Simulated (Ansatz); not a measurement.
The same path of AlH4NSi (7 atoms, charge 0, multiplicity 1) was run twice with different band settings. Lost on the way: Si2–H5. Made: N1–H5.

The calculation used UHF/6-31G* (Ansatz).

Relaxed end points:

```xyz
7
Properties=species:S:1:pos:R:3
N -1.592 -0.832 -1.211
Si -0.733 0.441 -0.531
Al 1.213 0.191 0.909
H -1.256 -1.756 -0.994
H -1.291 1.752 -0.903
H 1.725 -1.270 1.240
H 1.934 1.474 1.490
```

```xyz
7
Properties=species:S:1:pos:R:3
N -1.308 -0.133 -0.977
Si -0.589 1.320 -0.410
Al 1.273 0.250 0.953
H -1.019 -1.068 -0.783
H -2.110 -0.112 -1.572
H 1.413 -1.343 1.000
H 2.340 1.086 1.789
```

Common settings: movable images 5; climbing image yes; optimiser quadratic models (default); start path through a guess of the saddle point; force threshold 0.05 eV/Å; end points relaxed.

| run | spring | iteration limit |
| --- | --- | --- |
| 1 | 5.0 eV/Å² | 49 |
| 2 | 50.0 eV/Å² | 60 |

What does each run give, and how far can it be trusted?

Run 1: not converged after 49 iterations, highest image 2.654 eV above the first end. The band didn't meet its force threshold, so its energies are provisional: the largest band force was still 0.49 eV/Å, and over the last iterations the top stayed at 2.65 eV.
Run 2: converged after 43 iterations, highest image 2.654 eV above the first end. Neighbouring images differ by up to 2.5 eV, so the band resolves the path poorly. The order of the stationary point at the top wasn't checked.
The orbitals stay closed-shell, which can raise the energy where a bond breaks towards radicals; this wasn't checked here.
